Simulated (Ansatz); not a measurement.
# CH₃OS, SMILES C[S]=O: a ladder of basis sets

Program: the Ansatz DFT code, driven from Python.

Run as a notebook:

```python
import ansatz as az
```

```python
geometry_ang = [
    ("C", (-0.2214, 0.4048, -0.1982)),
    ("S", (-0.1361, -1.106, 0.6729)),
    ("O", (1.2174, -1.6574, 0.6581)),
    ("H", (-1.2314, 0.8033, -0.1689)),
    ("H", (0.3878, 1.1794, 0.2411)),
    ("H", (0.0257, 0.3119, -1.2512)),
]
geometry = az.Crystal.molecule()
for symbol, xyz in geometry_ang:
    geometry = geometry.atom(symbol, xyz)

job = geometry.calculation().functional("b3lyp").spin("collinear", total=1)
```

```python
energies = {}
for basis in ["cc-pVDZ", "cc-pVTZ"]:
    rep = job.basis(gaussian=basis).run(threads=1).report
    size = rep["n_frozen"] + rep["n_occupied"][0] + rep["n_virtual"][0]
    energies[basis] = (rep["reference_energy_ev"] / 27.211386246, rep["free_energy_ev"] / 27.211386246)
    print(f"{basis:14s} {size:4d} orbitals  reference {energies[basis][0]:14.6f} Ha  total {energies[basis][1]:14.6f} Ha")
```

    cc-pVDZ          61 orbitals  reference    -513.280630 Ha  total    -513.280630 Ha
    cc-pVTZ         136 orbitals  reference    -513.359602 Ha  total    -513.359602 Ha

```python
last = energies["cc-pVTZ"][1]
for basis, (_, total) in energies.items():
    print(f"{basis:14s} lies {27.211386 * (total - last):9.4f} eV above cc-pVTZ")
```

    cc-pVDZ        lies    2.1489 eV above cc-pVTZ
    cc-pVTZ        lies    0.0000 eV above cc-pVTZ

Against cc-pVDZ: cc-pVTZ -79.0 mHa. The last step alone is -78.97 mHa. From the first set to the last the time grows from 2.3 to 4.7 s.

The drop along the ladder measures the basis error, and is no property of the molecule. The geometry is a force-field or estimated start, not a minimum of this method, and the last set is no limit. Much of the fall in a total is atomic energy, which cancels in bond and reaction energies. The species is open-shell (spin multiplicity 2). b3lyp holds the VWN-RPA fit, as in Gaussian; the form of ORCA and Turbomole is b3lyp5. For Al to Cl the sets with a tight d function, cc-pV(X+d)Z, are usual. Run time: 7.4 s on 1 thread of Arm Neoverse V1, on a shared host, peak memory 0.31 GiB.

(Lines on the test bed's own set-up are left out of the output.)
